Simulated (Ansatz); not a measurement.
Molecular dynamics of C₂H₇Al

The input (input.yaml):

```yaml
crystal:
  periodic: [false, false, false]
  atoms:
    - { symbol: Al, position_ang: [0.025798, 0.039229, 0.065718] }
    - { symbol: H, position_ang: [-0.035375, 0.025894, 1.671127] }
    - { symbol: H, position_ang: [1.463681, 0.103417, -0.648023] }
    - { symbol: C, position_ang: [-1.64997, -0.030325, -1.006285] }
    - { symbol: H, position_ang: [-2.172739, -0.953614, -0.749818] }
    - { symbol: H, position_ang: [-2.309356, 0.765904, -0.657837] }
    - { symbol: C, position_ang: [-1.476889, 0.063404, -2.533141] }
    - { symbol: H, position_ang: [-2.431341, 0.003715, -3.047771] }
    - { symbol: H, position_ang: [-1.010226, 0.998827, -2.824595] }
    - { symbol: H, position_ang: [-0.852385, -0.738051, -2.914075] }
basis:
  gaussian: { orbitals: "6-31G" }
hamiltonian:
  xc: hf
md:
  timestep: 0.25
  n_steps: 500
  ensemble: nvt_langevin
  temperature: 1500.0
  initial_velocities: maxwell_boltzmann
  seed: 971101
  friction: 0.001
  temperature_schedule:
    - { n_steps: 125, end_temperature: 1500.0 }
    - { n_steps: 375, end_temperature: 4500.0 }
```

Command:

```bash
$ ansatz run input.yaml --threads 1 --pin off --max-ram 2048MiB --backend cpu --events-out ev --progress --plain --runs-dir out
```

It starts from a relaxed structure.

Output, in part (step lines, the closing report, with atoms numbered from 0):

```
md step     0: t =     0.00 fs  T =  1350.0 K (target 1500.0 K)  F+E_penalty+E_count = -8752.22317346 eV  E_kin = 1.745010 eV  (27 SCF iters)
md step     1: t =     0.25 fs  T =  1324.2 K (target 1500.0 K)  F+E_penalty+E_count = -8752.21662283 eV  E_kin = 1.711681 eV  (21 SCF iters)
md step     2: t =     0.50 fs  T =  1297.7 K (target 1500.0 K)  F+E_penalty+E_count = -8752.19745828 eV  E_kin = 1.677449 eV  (21 SCF iters)
md step     3: t =     0.75 fs  T =  1265.0 K (target 1500.0 K)  F+E_penalty+E_count = -8752.16678172 eV  E_kin = 1.635095 eV  (20 SCF iters)
md step     4: t =     1.00 fs  T =  1226.6 K (target 1500.0 K)  F+E_penalty+E_count = -8752.12639051 eV  E_kin = 1.585518 eV  (21 SCF iters)
md step     5: t =     1.25 fs  T =  1186.0 K (target 1500.0 K)  F+E_penalty+E_count = -8752.07833946 eV  E_kin = 1.532972 eV  (21 SCF iters)
md step     6: t =     1.50 fs  T =  1144.2 K (target 1500.0 K)  F+E_penalty+E_count = -8752.02548300 eV  E_kin = 1.478951 eV  (21 SCF iters)
md step     7: t =     1.75 fs  T =  1089.1 K (target 1500.0 K)  F+E_penalty+E_count = -8751.97050514 eV  E_kin = 1.407789 eV  (21 SCF iters)
[... lines left out ...]
md step   497: t =   124.25 fs  T =   842.7 K (target 4472.0 K)  F+E_penalty+E_count = -8751.25559954 eV  E_kin = 1.089316 eV  (21 SCF iters)
md step   498: t =   124.50 fs  T =   880.6 K (target 4480.0 K)  F+E_penalty+E_count = -8751.25982161 eV  E_kin = 1.138315 eV  (21 SCF iters)
md step   499: t =   124.75 fs  T =   868.7 K (target 4488.0 K)  F+E_penalty+E_count = -8751.26874289 eV  E_kin = 1.122940 eV  (22 SCF iters)
md step   500: t =   125.00 fs  T =   883.9 K (target 4496.0 K)  F+E_penalty+E_count = -8751.28085736 eV  E_kin = 1.142531 eV  (29 SCF iters)
Total energy: -8751.28085736 eV, -321.6036396767 hartree
Atom 0 at    -0.611206    -0.331094     0.252004 Å, force     0.013387    -1.690763     0.418372 eV/Å
Atom 1 at    -0.684384     1.006000     1.021091 Å, force     0.086279     0.835354     0.280485 eV/Å
Atom 2 at    -0.412334    -1.715144     1.068237 Å, force     0.111243     0.182506     0.132751 eV/Å
Atom 3 at    -1.106167    -0.518888    -1.619118 Å, force    -3.770230    -3.583642     3.725379 eV/Å
Atom 4 at    -0.976972    -1.516184    -2.065437 Å, force     0.062432     0.561020     0.348471 eV/Å
Atom 5 at    -2.271839    -0.438435    -1.461602 Å, force     1.787267    -0.468987    -0.139732 eV/Å
Atom 6 at    -0.723277     0.538765    -2.444511 Å, force     2.376539     3.529672    -3.909489 eV/Å
Atom 7 at    -1.535844     0.726354    -3.149530 Å, force     1.093957     0.287881    -0.793212 eV/Å
Atom 8 at    -0.470227     1.493153    -2.010385 Å, force    -0.681558     0.383706     0.798031 eV/Å
Atom 9 at     0.281119     0.319531    -2.866154 Å, force    -1.079315    -0.036747    -0.861056 eV/Å
Dipole moment:     0.053563     0.105213    -0.128150 e Å
```

The steps, from the saved trajectory:

| time (fs) | T (K) | potential energy less start (eV) |
| --- | --- | --- |
| 0.0 | 1350 | 0.000 |
| 4.0 | 789 | 0.586 |
| 8.0 | 565 | 0.907 |
| 12.0 | 537 | 0.973 |
| 16.0 | 760 | 0.692 |
| 20.0 | 862 | 0.622 |
| 24.0 | 712 | 0.779 |
| 28.0 | 764 | 0.667 |
| 32.0 | 934 | 0.416 |
| 36.0 | 748 | 0.626 |
| 40.0 | 615 | 0.888 |
| 44.0 | 523 | 1.041 |
| 48.0 | 526 | 1.069 |
| 52.0 | 973 | 0.457 |
| 56.0 | 791 | 0.763 |
| 60.0 | 957 | 0.587 |
| 64.0 | 945 | 0.674 |
| 68.0 | 770 | 0.950 |
| 72.0 | 784 | 0.971 |
| 76.0 | 642 | 1.144 |
| 80.0 | 1080 | 0.628 |
| 84.0 | 1052 | 0.476 |
| 88.0 | 899 | 0.699 |
| 92.0 | 711 | 0.963 |
| 96.0 | 878 | 0.931 |
| 100.0 | 771 | 0.990 |
| 104.0 | 563 | 1.251 |
| 108.0 | 579 | 1.173 |
| 112.0 | 813 | 0.814 |
| 116.0 | 918 | 0.649 |
| 120.0 | 964 | 0.668 |
| 124.0 | 828 | 0.967 |

The run went to its last step. The schedule's set-point averaged 3500 K over the second half and the system 817 K, so it lags behind the ramp. A run of 0.12 ps of so small a system gives no equilibrium averages. Limits of this set-up: no polarisation functions.

The same pairs are bonded in the first frame and the last. Pairs count as bonded within 1.25 times the sum of covalent radii (0.12 Å more for H–H).

Last frame:

```xyz
10
Properties=species:S:1:pos:R:3
Al -0.611 -0.331 0.252
H -0.684 1.006 1.021
H -0.412 -1.715 1.068
C -1.106 -0.519 -1.619
H -0.977 -1.516 -2.065
H -2.272 -0.438 -1.462
C -0.723 0.539 -2.445
H -1.536 0.726 -3.150
H -0.470 1.493 -2.010
H 0.281 0.320 -2.866
```

Run time: 9.2 min on 1 thread of Intel(R) Xeon(R) Platinum 8259CL CPU @ 2.50GHz (Skylake/Cascade Lake) (shared host), peak memory 0.097 GiB.
